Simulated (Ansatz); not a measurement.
## Which isomer of H2OSi gives these data?

These gas-phase data were calculated for one isomer of H2OSi at PBE0-D4/def2-TZVP (harmonic, unscaled wavenumbers; equilibrium rotational constants with average atomic masses):

| Property | Result |
| --- | --- |
| rotational constants | 165.5, 18.65, 16.76 GHz |
| all wavenumbers above 1500 cm⁻¹ | 2238, 2223 |
| dipole moment | 3.77 D (PBE0/def2-TZVPD) |

Candidates:

(1) `O[SiH]`, a singlet
(2) `O=[SiH2]`, a singlet

Q: Which structure fits?

A: Candidate (2). No mode falls between 3300 and 4000 cm⁻¹, where the O–H stretch of (1) would stand.

The same quantities for all candidates:

|  | rotational constants (GHz) | wavenumbers above 1500 cm⁻¹ | dipole (D) | E above the lowest, PBE0-D4/def2-TZVP (kcal/mol) |
| --- | --- | --- | --- | --- |
| (1) | 173.8, 16.39, 14.98 | 3882, 2005 | 1.14 | 0.0 |
| (2) | 165.5, 18.65, 16.76 | 2238, 2223 | 3.77 | 1.5 |

Harmonic stretches to hydrogen usually lie a few per cent above observed fundamentals. Each candidate is one conformer. Programs: Ansatz 0.2.0.
